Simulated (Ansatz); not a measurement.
```yaml
crystal:
  periodic: [false, false, false]
  atoms:
    - {symbol: P, position_ang: [-0.958575, -0.198803, -0.002178]}
    - {symbol: P, position_ang: [1.004789, 0.161927, 0.002175]}
    - {symbol: H, position_ang: [-1.420171, 1.133190, 0.000097]}
basis:
  gaussian: {orbitals: def2-TZVP}
magnetization: {spin_polarized: true, initial_magnetization: 1}
hamiltonian: {xc: pbe0}
relax: {f_tol: 0.004, max_steps: 80}
```

```sh
$ ansatz run in.yaml --threads 1 --pin off --events-out ev --progress --plain --max-ram 2176MiB
```

Steps of the relaxation (energy above the last step; positions in Å, forces in eV/Å):

```
3
step 1, 7.1 meV
P    -0.959   -0.199   -0.002    0.260   -0.484   -0.001
P     1.005    0.162    0.002   -0.164    0.015    0.000
H    -1.420    1.133    0.000   -0.096    0.469    0.001
```

```
3
step 2, 0.9 meV
P    -0.961   -0.215   -0.002    0.009   -0.173    0.000
P     0.990    0.172    0.002    0.060    0.002    0.000
H    -1.403    1.139    0.000   -0.069    0.170    0.000
```

```
3
step 3, 0.0 meV
P    -0.959   -0.216   -0.002    0.004   -0.004    0.000
P     0.995    0.169    0.002   -0.003    0.000    0.000
H    -1.410    1.144    0.000    0.000    0.004    0.000
```

Close pairs at the end: P1–H3 1.433 Å, P1–P2 1.991 Å.

A stationary point of unrestricted PBE0 after 3 steps, with ⟨S²⟩ = 0.776 against 0.75 for a pure state; no frequencies were run, so it isn't proven a minimum. 7.5 s on 1 thread of Intel Xeon 6975P-C, shared host.
